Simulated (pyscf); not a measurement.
Structures and frequencies: ωB97X-D3(BJ)/def2-SVP in PySCF.

Estimate by transition-state theory the rate constant of `[F][Si]([F])([F])[F]` + `[OH2]` → `[FH]` + `[OH][Si]([F])([F])[F]` (singlet surface; F–Si, H–O broken, F–H, O–Si formed) at 298 K, with ωB97M-D3(BJ)/def2-TZVP energies (ideal gas, 1 atm, RRHO with modes under 100 cm⁻¹ raised to 100, one conformer, R ln 2 for rigid chiral ones; no tunnelling).

The electronic barrier is 22.9 kcal/mol and the thermal terms add +8.6, so ΔG‡ = 31.5 kcal/mol. With k_BT/h = 6.21e+12 s⁻¹ and RT = 0.592 kcal/mol, and a volume of 4.06e-20 cm³ per molecule at 1 atm, k = 2.0e-30 cm³ molecule⁻¹ s⁻¹. Wigner's tunnelling factor for 874i cm⁻¹ would be 1.74, likely too low at so high a frequency. A shift of 1 kcal/mol in the barrier changes k by a factor 5.4. One saddle was located; it need not be the lowest between these sides.
